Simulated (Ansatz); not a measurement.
## Molecular dynamics of C2H4O2S

Input:

```yaml
crystal:
  periodic: [false, false, false]
  atoms:
    - { symbol: O, position_ang: [-1.420773, -0.581255, 0.981011] }
    - { symbol: C, position_ang: [-0.486828, 0.264787, 0.934242] }
    - { symbol: C, position_ang: [0.698157, -0.066013, -0.04329] }
    - { symbol: O, position_ang: [0.494928, -1.431562, -0.468135] }
    - { symbol: S, position_ang: [0.650923, 1.208271, -1.409352] }
    - { symbol: H, position_ang: [-0.495836, 1.24469, 1.477154] }
    - { symbol: H, position_ang: [1.682863, 0.074491, 0.457769] }
    - { symbol: H, position_ang: [-0.470126, -1.556565, -0.07881] }
    - { symbol: H, position_ang: [-0.564808, 0.796856, -1.867589] }
basis:
  gaussian: { orbitals: STO-3G }
hamiltonian:
  xc: b3lyp
  dispersion: d4
md:
  timestep: 0.5
  n_steps: 600
  ensemble: nve_milne
  temperature: 300.0
  initial_velocities: maxwell_boltzmann
  seed: 455178
  masses: [{ species: H, mass: 10.0 }]
scf:
  lower_state_search: "off"
```

Command:

```bash
$ ansatz run input.yaml --threads 1 --pin off --max-ram 2048MiB --backend cpu --events-out ev --progress --plain --runs-dir out
```

It starts from a relaxed structure.

Output, in part (step lines, the closing report, with atoms numbered from 0):

```
md step     0: t =     0.00 fs  T =   300.0 K  F+E_penalty+E_count = -16864.55833388 eV  E_kin = 0.271446 eV  conserved = -16864.28688789 eV  (14 SCF iters)
md step     1: t =     0.50 fs  T =   298.5 K  F+E_penalty+E_count = -16864.55698624 eV  E_kin = 0.270104 eV  conserved = -16864.28688256 eV  (21 SCF iters)
md step     2: t =     1.00 fs  T =   294.0 K  F+E_penalty+E_count = -16864.55286821 eV  E_kin = 0.265980 eV  conserved = -16864.28688841 eV  (21 SCF iters)
md step     3: t =     1.50 fs  T =   286.6 K  F+E_penalty+E_count = -16864.54617655 eV  E_kin = 0.259286 eV  conserved = -16864.28689024 eV  (21 SCF iters)
md step     4: t =     2.00 fs  T =   276.7 K  F+E_penalty+E_count = -16864.53721502 eV  E_kin = 0.250326 eV  conserved = -16864.28688870 eV  (21 SCF iters)
md step     5: t =     2.50 fs  T =   264.7 K  F+E_penalty+E_count = -16864.52637845 eV  E_kin = 0.239490 eV  conserved = -16864.28688838 eV  (21 SCF iters)
md step     6: t =     3.00 fs  T =   251.1 K  F+E_penalty+E_count = -16864.51413156 eV  E_kin = 0.227241 eV  conserved = -16864.28689020 eV  (21 SCF iters)
md step     7: t =     3.50 fs  T =   236.6 K  F+E_penalty+E_count = -16864.50098323 eV  E_kin = 0.214094 eV  conserved = -16864.28688896 eV  (21 SCF iters)
[... lines left out ...]
md step   597: t =   298.50 fs  T =   145.3 K  F+E_penalty+E_count = -16864.41832229 eV  E_kin = 0.131430 eV  conserved = -16864.28689192 eV  (14 SCF iters)
md step   598: t =   299.00 fs  T =   143.7 K  F+E_penalty+E_count = -16864.41692119 eV  E_kin = 0.130029 eV  conserved = -16864.28689215 eV  (14 SCF iters)
md step   599: t =   299.50 fs  T =   141.5 K  F+E_penalty+E_count = -16864.41491327 eV  E_kin = 0.128021 eV  conserved = -16864.28689224 eV  (14 SCF iters)
md step   600: t =   300.00 fs  T =   138.8 K  F+E_penalty+E_count = -16864.41246467 eV  E_kin = 0.125573 eV  conserved = -16864.28689193 eV  (14 SCF iters)
Total energy: -16864.41262684 eV, -619.7557329268 hartree
Atom 0 at    -1.339947    -0.667945     1.086923 Å, force    -0.322691     0.249201     0.023723 eV/Å
Atom 1 at    -0.543220     0.296639     0.918603 Å, force     0.259964    -0.518517     0.363935 eV/Å
Atom 2 at     0.684860    -0.054908    -0.035557 Å, force    -0.491172     0.583788    -0.827275 eV/Å
Atom 3 at     0.425300    -1.388891    -0.513702 Å, force     1.360350    -0.286202    -0.525032 eV/Å
Atom 4 at     0.736210     1.171368    -1.452650 Å, force    -0.620802    -0.081744     0.180327 eV/Å
Atom 5 at    -0.723024     1.309390     1.386326 Å, force     0.373903    -0.182330    -0.307299 eV/Å
Atom 6 at     1.690258     0.048505     0.429286 Å, force    -0.088053    -0.053187     0.452861 eV/Å
Atom 7 at    -0.436705    -1.605815    -0.013616 Å, force    -0.908548     0.146732     0.701692 eV/Å
Atom 8 at    -0.586076     0.944535    -1.761708 Å, force     0.437048     0.142259    -0.062931 eV/Å
Dipole moment:    -0.141071     0.292764     0.239256 e Å
```

The steps, from the saved trajectory:

| time (fs) | T (K) | potential energy less start (eV) | conserved less start (meV/atom) |
| --- | --- | --- | --- |
| 0.0 | 300 | 0.000 | 0.00 |
| 10.0 | 143 | 0.142 | 0.00 |
| 20.0 | 138 | 0.147 | 0.00 |
| 30.0 | 151 | 0.134 | 0.00 |
| 40.0 | 99 | 0.182 | 0.00 |
| 50.0 | 200 | 0.090 | 0.00 |
| 60.0 | 154 | 0.132 | 0.00 |
| 70.0 | 121 | 0.162 | 0.00 |
| 80.0 | 128 | 0.156 | 0.00 |
| 90.0 | 111 | 0.171 | 0.00 |
| 100.0 | 130 | 0.154 | 0.00 |
| 110.0 | 130 | 0.154 | 0.00 |
| 120.0 | 104 | 0.177 | 0.00 |
| 130.0 | 149 | 0.137 | 0.00 |
| 140.0 | 162 | 0.125 | 0.00 |
| 150.0 | 171 | 0.117 | 0.00 |
| 160.0 | 196 | 0.094 | 0.00 |
| 170.0 | 168 | 0.119 | 0.00 |
| 180.0 | 130 | 0.154 | 0.00 |
| 190.0 | 193 | 0.097 | 0.00 |
| 200.0 | 125 | 0.158 | 0.00 |
| 210.0 | 172 | 0.116 | 0.00 |
| 220.0 | 196 | 0.094 | 0.00 |
| 230.0 | 132 | 0.152 | 0.00 |
| 240.0 | 128 | 0.155 | 0.00 |
| 250.0 | 90 | 0.190 | 0.00 |
| 260.0 | 114 | 0.168 | 0.00 |
| 270.0 | 164 | 0.123 | 0.00 |
| 280.0 | 183 | 0.106 | 0.00 |
| 290.0 | 108 | 0.173 | 0.00 |
| 300.0 | 139 | 0.146 | 0.00 |

The run went to its last step. The conserved energy stayed within 0.00056 meV per atom of its start (net change -0.00044 meV per atom), so the integration is sound. The temperature averaged 0.50 of the 300 K drawn at the start: a run that starts near a minimum puts about half its kinetic energy into the potential. A run of 0.3 ps of so small a system gives no equilibrium averages. Limits of this set-up: minimal basis.

The same pairs are bonded in the first frame and the last. Pairs count as bonded within 1.25 times the sum of covalent radii (0.12 Å more for H–H).

Last frame:

```xyz
9
Properties=species:S:1:pos:R:3
O -1.340 -0.668 1.087
C -0.543 0.297 0.919
C 0.685 -0.055 -0.036
O 0.425 -1.389 -0.514
S 0.736 1.171 -1.453
H -0.723 1.309 1.386
H 1.690 0.049 0.429
H -0.437 -1.606 -0.014
H -0.586 0.945 -1.762
```

The run took 13 min on 1 thread of Arm Neoverse V1, with other jobs on the host, peak memory 0.09 GiB.
